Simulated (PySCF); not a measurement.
# CHF2 (difluoromethyl radical): levels of theory compared

Wanted: a comparison of 6 runs (U-r2SCAN/STO-3G, UB2PLYP/STO-3G, UB3LYP/STO-3G, UM06-2X/STO-3G, UMP2/STO-3G, NEVPT2(3,3)/STO-3G) of CHF2 (difluoromethyl radical). Input form: a Python script.

Program for the calculation: PySCF 2.14.0.

14 further runs of the same task are left out: 9 that didn't finish, 5 set aside as unsound or not needed.

### 1 The molecule

CHF2: 4 atoms, total charge 0, spin state doublet. As SMILES, `F[CH]F`. The C2–F3 distance was set to 3.698 Å, away from the relaxed value. At this shape a bond of the SMILES string is far longer than usual.

Bond lengths: F1–C2 1.321 Å, C2–H4 1.090 Å. Angles: F1–C2–H4 114.3°.

### 2 The energy at U-r2SCAN/STO-3G (run 1)

Contents of run.py:

```python
from pyscf import gto, dft

mol = gto.M(
    atom='F -1.918300 2.478959 0.351500; C -0.671500 2.277759 0.737600; F 0.433100 -1.166800 -0.029600; H 0.026400 3.053059 0.420100',
    verbose=4,
    max_memory=1860,
    spin=1,
    basis='sto-3g',
)

calc0 = dft.UKS(mol)
calc0.xc = 'r2scan'
calc0.conv_tol = 1e-10
calc0.grids.level = 5
calc0.kernel()
if not calc0.converged:
    calc0 = calc0.newton().run(calc0.mo_coeff, calc0.mo_occ)

e_tot = calc0.e_tot
print('E(%s) = %.9f' % ('R2SCAN', e_tot))
```

On the command line:

```bash
$ OMP_NUM_THREADS=1 python run.py
```

Output:

```text
PySCF version 2.14.0

[INPUT] num. atoms = 4
[INPUT] num. electrons = 25
[INPUT] charge = 0
[INPUT] spin (= nelec alpha-beta = 2S) = 1
[INPUT] symmetry False subgroup None
[INPUT] Mole.unit = angstrom
[INPUT] Symbol           X                Y                Z      unit          X                Y                Z       unit  Magmom
[INPUT]  1 F     -1.918300000000   2.478959000000   0.351500000000 AA   -3.625061624753   4.684553584026   0.664238732785 Bohr   0.0
[INPUT]  2 C     -0.671500000000   2.277759000000   0.737600000000 AA   -1.268951092645   4.304340687763   1.393861989479 Bohr   0.0
[INPUT]  3 F      0.433100000000  -1.166800000000  -0.029600000000 AA    0.818440384549  -2.204932442143  -0.055935893287 Bohr   0.0
[INPUT]  4 H      0.026400000000   3.053059000000   0.420100000000 AA    0.049888769689   5.769445352138   0.793873944930 Bohr   0.0

nuclear repulsion = 45.5843622983418
number of shells = 10
number of NR pGTOs = 48
number of NR cGTOs = 16
basis = sto-3g
ecp = {}

[... 37 lines left out ...]
[... the frontier-level lines of each cycle are left out ...]
[... 19 lines left out ...]
[... 1 line left out ...]
[... 1 line left out ...]
[... 59 lines left out ...]
SCF not converged.
SCF energy = -234.668980015296 after 50 cycles  <S^2> = 0.75000578  2S+1 = 2.0000058
[... 70 lines left out ...]
converged SCF energy = -234.66958439053  <S^2> = 0.75000196  2S+1 = 2.000002
E(R2SCAN) = -234.669584391
```

It took 69 s on 1 thread of Arm Neoverse V1, shared host; peak memory 0.45 GiB.

### 3 The energy at UB2PLYP/STO-3G (run 2)

Contents of input.xyz:

```xyz
4

F     -1.918300     2.478959     0.351500
C     -0.671500     2.277759     0.737600
F      0.433100    -1.166800    -0.029600
H      0.026400     3.053059     0.420100
```

Contents of calc.py:

```python
from pyscf import gto, dft, mp

mol = gto.Mole()
mol.atom = 'input.xyz'
mol.verbose = 3
mol.max_memory = 1860
mol.basis = 'sto-3g'
mol.spin = 1
mol.build()

myscf = dft.UKS(mol)
myscf.xc = '0.53*HF + 0.47*B88, 0.73*LYP'
myscf.grids.level = 5
myscf.conv_tol = 1e-10
myscf.kernel()
if not myscf.converged:
    myscf = myscf.newton().run(myscf.mo_coeff, myscf.mo_occ)

pt = mp.MP2(myscf, frozen=3).run()
energy = myscf.e_tot + 0.27 * pt.e_corr
print('PT2 part  %.8f' % (0.27 * pt.e_corr))
print('Final energy', energy)
```

On the command line:

```bash
$ OMP_NUM_THREADS=1 python calc.py
```

Output:

```text
WARN: HOMO 0.251429887554907 >= LUMO 0.251479836136742

WARN: HOMO 0.191867429196396 >= LUMO 0.191872604005304

converged SCF energy = -234.455134038735  <S^2> = 0.7500001  2S+1 = 2.0000001
E(UMP2) = -234.553698905648  E_corr = -0.0985648669123989
E(SCS-UMP2) = -234.55851730509  E_corr = -0.103383266354691
PT2 part  -0.02661251
Final energy -234.48174655280175
```

It took 14 s on 1 thread of Arm Neoverse V1, shared host; peak memory 0.2 GiB.

Runs 3 to 5 aren't shown in full; the table further down has their settings and results.

### 4 The energy at NEVPT2(3,3)/STO-3G (run 6)

Contents of run.py:

```python
import numpy
from pyscf import gto, scf, mp, mcscf, mrpt

mol = gto.Mole()
mol.atom = '''
F     -3.625062     4.684554     0.664239
C     -1.268951     4.304341     1.393862
F      0.818440    -2.204932    -0.055936
H      0.049889     5.769445     0.793874
'''
mol.verbose = 3
mol.unit = 'bohr'
mol.basis = 'sto-3g'
mol.spin = 1
mol.max_memory = 1860
mol.charge = 0
mol.build()

mf = mol.ROHF()
mf.conv_tol = 1e-10
mf.kernel()
if not mf.converged:
    mf = mf.newton().run(mf.mo_coeff, mf.mo_occ)

pt = mp.MP2(scf.addons.convert_to_uhf(mf)).run()
noons, natorbs = mcscf.addons.make_natural_orbitals(pt)
print('natural occupations', numpy.round(noons[:40], 4))
cas = mcscf.CASSCF(mf, 3, 3)
cas.fix_spin_(ss=0.75)
cas.natorb = True
cas.kernel(natorbs)
e_pt2 = mrpt.NEVPT(cas).kernel()
e_tot = cas.e_tot + e_pt2
print('Final energy', e_tot)
```

On the command line:

```bash
$ OMP_NUM_THREADS=1 python run.py
```

Output:

```text
SCF not converged.
SCF energy = -233.857608917097
converged SCF energy = -233.857608763972
E(UMP2) = -233.922145964262  E_corr = -0.064537200290048
E(SCS-UMP2) = -233.926176942785  E_corr = -0.0685681788127699
natural occupations [2.     2.     2.     2.     2.     2.     1.9995 1.9984 1.9906 1.989
 1.9827 1.98   1.     0.0265 0.022  0.0113]
CASSCF energy = -233.873096523963
CASCI E = -233.873096523963  E(CI) = -2.40456703772256  S^2 = 0.7500000
Sr    (-1)',   E = -0.00000000673574
Si    (+1)',   E = -0.00000143581747
Sijrs (0)  ,   E = -0.02603471117817
Sijr  (+1) ,   E = -0.01851773707110
Srsi  (-1) ,   E = -0.00127701763707
Srs   (-2) ,   E = -0.00186238263910
Sij   (+2) ,   E = -0.00423021747251
Sir   (0)' ,   E = -0.00160799741561
Nevpt2 Energy = -0.053531505966764
Final energy -233.92662802992976
```

It took 1.9 s on 1 thread of Arm Neoverse V1, shared host; peak memory 0.12 GiB.

### 5 Overview of the runs

| run | level | frozen core orbitals | integration grid | energy (Eh) | dipole moment (D) of the reference | HOMO energy (eV) | LUMO energy (eV) | wall time |
| --- | --- | --- | --- | --- | --- | --- | --- | --- |
| 1 | U-r2SCAN/STO-3G | – | 5 | -234.669584 | 1.60 | -1.65 | -0.67 | 69 s |
| 2 | UB2PLYP/STO-3G | 3 | 5 | -234.481747 | 1.48 | -4.90 | 3.04 | 14 s |
| 3 | UB3LYP/STO-3G | – | 5 | -234.726157 | 1.58 | -2.77 | 0.32 | 12 s |
| 4 | UM06-2X/STO-3G | – | 5 | -234.746350 | 1.52 | -4.70 | 2.34 | 50 s |
| 5 | UMP2/STO-3G | 3 | – | -233.921818 | 1.39 | -7.79 | 6.53 | 1.1 s |
| 6 | NEVPT2(3,3)/STO-3G | – | – | -233.926628 | 1.39 | – | – | 1.9 s |

### 6 Summary of results

```
                                   quantity          value
                        run 6: total energy  -233.92663 Eh
run 6: dipole moment (Hartree–Fock density)         1.39 D
```

What this shows: Over runs 1, 2, 3, 4 the dipole moment (its size) runs from 1.48 D (UB2PLYP/STO-3G) to 1.60 D (U-r2SCAN/STO-3G). A double hybrid's value is that of its SCF part. Totals of different functionals can't be ranked against each other. In runs 1, 2, 3, 4, 5, 6 the basis is minimal, so the values are rough. All runs together took 2.5 min, the longest 69 s.
